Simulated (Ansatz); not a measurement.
# SiF+ (triplet): the correlation ladder at distance Si1–F2 = 1.912 Å, 6-31G

How much of the correlation energy of SiF+ (triplet) does each wave-function method recover here?

Method: 6-31G, core rule «outside noble gas», up to 6 orbitals frozen; program: Ansatz 0.2.0, Gaussian basis.

The runs, in order: UHF; CCSD(T) on ROHF; CCSD(T) on UHF; BCCD(T) on ROHF; CISD; CCSDT(Q) on ROHF; CCSDT(Q) on UHF; CISDTQ; CCSDTQ on ROHF; CCSDTQ on UHF; CASSCF and MRCISD+Q, 4 electrons in 4 orbitals; CASSCF and NEVPT2, 4 electrons in 4 orbitals; Full CI.

29 further runs of the same task are left out: 9 for a known fault of the program, 14 that didn't finish, 6 set aside as unsound or not needed.

## 1. The geometry

The geometry derives from a PBE0/def2-TZVP stationary point (not a proven minimum). One bond is set to the value named and the two fragments are kept rigid.

2 atoms, charge 1, spin multiplicity 3.

Atoms are counted from 1 here; the program's logs count them from 0.

No contacts short enough for the rule that draws bonds.

## 2. UHF

File in.yaml:

```yaml
crystal:
  periodic: [false, false, false]
  atoms:
    - {symbol: Si, position_ang: [0.000000, 0.000000, 0.000000]}
    - {symbol: F, position_ang: [0.000000, 0.000000, 1.912000]}
basis:
  gaussian: {orbitals: 6-31G}
total_charge: 1
magnetization: {spin_polarized: true, initial_magnetization: 2}
hamiltonian: {xc: hf}
output: {orbitals: {seedname: orbitals}}
```

The run is started by

```sh
> ansatz run in.yaml --threads 1 --pin off --events-out ev --progress --plain --max-ram 2393MiB
```

After this run come: CCSD(T) on ROHF; CCSD(T) on UHF; BCCD(T) on ROHF; CISD; CCSDT(Q) on ROHF; CCSDT(Q) on UHF; CISDTQ; CCSDTQ on ROHF; CCSDTQ on UHF; CASSCF and MRCISD+Q, 4 electrons in 4 orbitals; CASSCF and NEVPT2, 4 electrons in 4 orbitals; Full CI.

Q: Predict the results of all the runs planned. Wanted: FCI below the RHF energy; RMP2 from FCI; UMP2 from FCI; RCCSD from FCI; RCCSD(T) from FCI; UCCSD(T) from FCI; RCCSDT(Q) from FCI; UCCSDT(Q) from FCI; NEVPT2 pair from FCI.

**Answer**, as computed:

```
                         quantity                                                                               value
         FCI below the RHF energy                                                                          -4.2226 eV
                    RMP2 from FCI                                                                       +104.4 kJ/mol
                    UMP2 from FCI                                                                        +79.8 kJ/mol
                   RCCSD from FCI                                                                         +9.9 kJ/mol
                RCCSD(T) from FCI                                                                         +4.0 kJ/mol
                UCCSD(T) from FCI                                                                         +3.6 kJ/mol
               RCCSDT(Q) from FCI                                                                         -0.6 kJ/mol
               UCCSDT(Q) from FCI                                                                         -0.6 kJ/mol
             NEVPT2 pair from FCI                                                                        +36.3 kJ/mol
           MRCISD+Q pair from FCI                                                                        +11.0 kJ/mol
levels within 1 kcal/mol (43 meV)  RCCSD(T), UCCSD(T), RCCSDT, UCCSDT, CISDTQ, RCCSDT(Q), UCCSDT(Q), RCCSDTQ, UCCSDTQ
                    T1 diagnostic                                                                               0.095
   effectively unpaired electrons                                                                                2.05
```

RCCSD(T) misses by +4.0 kJ/mol, 1.0 % of the correlation energy. RCCSDT(Q), UCCSDT(Q) fall below full CI: unrestricted runs freeze a spin-polarised core, another one than full CI's, and coupled cluster isn't variational. The occupations are near whole numbers, but T1 = 0.095 shows that the orbitals relax strongly. Of the multireference levels listed MRCISD+Q pair comes nearest in total energy (+11.0 kJ/mol), which doesn't show that its space is the better one. Coupled cluster took another determinant than the lowest Hartree-Fock one. These misses are within one basis, not against nature; the frozen cores of restricted and unrestricted runs differ, which can shift their rows.
